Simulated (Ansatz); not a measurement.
Pulling the pair apart

The pair of CH₄ (SMILES C, atoms 1–5) and SiNH₅ (SMILES [SiH3]N, atoms 6–12), both closed shells, in one local arrangement (a lower one may exist), relaxed at PBE0-D4/def2-TZVP:

| atom | x (Å) | y (Å) | z (Å) |
| --- | --- | --- | --- |
| C1 | -0.1083 | -0.1776 | -2.5904 |
| H2 | -0.8280 | 0.6254 | -2.4340 |
| H3 | 0.8326 | 0.0768 | -2.1024 |
| H4 | 0.0626 | -0.3103 | -3.6584 |
| H5 | -0.4990 | -1.1028 | -2.1676 |
| Si6 | 0.0674 | 0.0718 | 1.1921 |
| N7 | -0.0878 | 0.2158 | 2.8993 |
| H8 | -0.6060 | -1.1865 | 0.7799 |
| H9 | -0.5954 | 1.2485 | 0.5738 |
| H10 | 1.4661 | 0.0222 | 0.6685 |
| H11 | 0.1516 | 1.0839 | 3.3504 |
| H12 | 0.1442 | -0.5671 | 3.4890 |

SiNH₅ is shifted rigidly along the line between the mean atom positions of the two fragments (negative: closer). Counterpoise interaction energies in kcal/mol. Program: Ansatz 0.2.0. Basis: def2-TZVPPD. Cores are frozen in the correlated methods. B3LYP uses VWN-RPA correlation.

```json
{"shift (Å)": "-0.38", "PBE0-D4": "-0.53", "B3LYP-D4": "-0.28", "r2SCAN-D4": "-0.32"}
{"shift (Å)": "-0.19", "PBE0-D4": "-0.91", "B3LYP-D4": "-0.75", "r2SCAN-D4": "-0.71"}
{"shift (Å)": "0.00", "PBE0-D4": "-1.00", "B3LYP-D4": "-0.85", "r2SCAN-D4": "-0.78"}
{"shift (Å)": "0.19", "PBE0-D4": "-0.94", "B3LYP-D4": "-0.80", "r2SCAN-D4": "-0.72"}
{"shift (Å)": "0.46", "PBE0-D4": "-0.78", "B3LYP-D4": "-0.62", "r2SCAN-D4": "-0.58"}
{"shift (Å)": "0.95", "PBE0-D4": "-0.46", "B3LYP-D4": "-0.33", "r2SCAN-D4": "-0.34"}
{"shift (Å)": "1.90", "PBE0-D4": "-0.15", "B3LYP-D4": "-0.11", "r2SCAN-D4": "-0.12"}
{"shift (Å)": "3.79", "PBE0-D4": "-0.02", "B3LYP-D4": "-0.03", "r2SCAN-D4": "-0.02"}
```

Problem. What does CCSD(T) give at these shifts? (To be estimated.)

Solution. Computed: -0.20, -0.64, -0.75, -0.71, -0.57, -0.33, -0.11, -0.02 kcal/mol. For zero shift, CCSD(T) at an estimated basis limit (MP2 extrapolated from triple and quadruple zeta, plus CCSD(T) − MP2 in triple zeta) gives -0.88 kcal/mol. These are counterpoise interaction energies, counted from the two frozen fragments.

T1 diagnostic: at most 0.010.

For scale, one of the runs: CCSD(T)/def2-TZVPPD, 275 basis functions, launched by `ansatz run in.yaml --threads 4 --pin off --events-out ev --progress --plain --max-ram 9574MiB`. The run took 110 s on 4 CPU threads of an Arm Neoverse V1 (shared host), with 7.3 GiB of host memory at its peak.
